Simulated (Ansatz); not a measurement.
# Bulk modulus B0 of litharge SnO: levels of theory against measurement

Reference value: 35 ± 1 GPa (measured, temperature not stated, no zero-point or thermal correction, equation of state from high-pressure X-ray diffraction; as tabulated in Giefers, Porsch, Wortmann, Structural study of SnO at high pressure …).

```tsv
level (code)	value (GPa)	cell (Å³/atom)
LDA (Ansatz)	?	16.52
PBE (Ansatz)	18.3	18.97
PBE+SOC (Ansatz)	18.3	18.95
r²SCAN (Ansatz)	23.2	17.90
r²SCAN+SOC (Ansatz)	23.2	17.88
```

Complete the blanks.


- LDA (Ansatz, a program for electronic structure), value (GPa): 38.7

Differences against the reference: LDA +10.6 %, PBE -48 %, PBE+SOC -48 %, r²SCAN -34 %, r²SCAN+SOC -34 %.

The reference's temperature isn't stated, so close values are not ranked against it. Off by more than 20 % (a bound picked here): PBE (-48 %), PBE+SOC (-48 %), r²SCAN (-34 %), r²SCAN+SOC (-34 %). Behind a very large miss there can be another phase or state, or a fault of the measured value (PBE, PBE+SOC).

The reference has no zero-point or thermal correction, while the calculations are for a static lattice, so the differences are not the levels' errors alone. A static lattice is as a rule stiffer than a warm one, by over a tenth in soft solids.  LDA, PBE, PBE+SOC, r²SCAN, r²SCAN+SOC: the cell comes from a level without a dispersion term, which matters for the spacing of layers, chains or molecules. Each level is taken at its own relaxed cell. Cutoffs differ between the levels. Ansatz's density-functional and Hartree–Fock values are scalar-relativistic unless marked +SOC, with PAW data made under PBE.

Differences are worked out from the printed values.
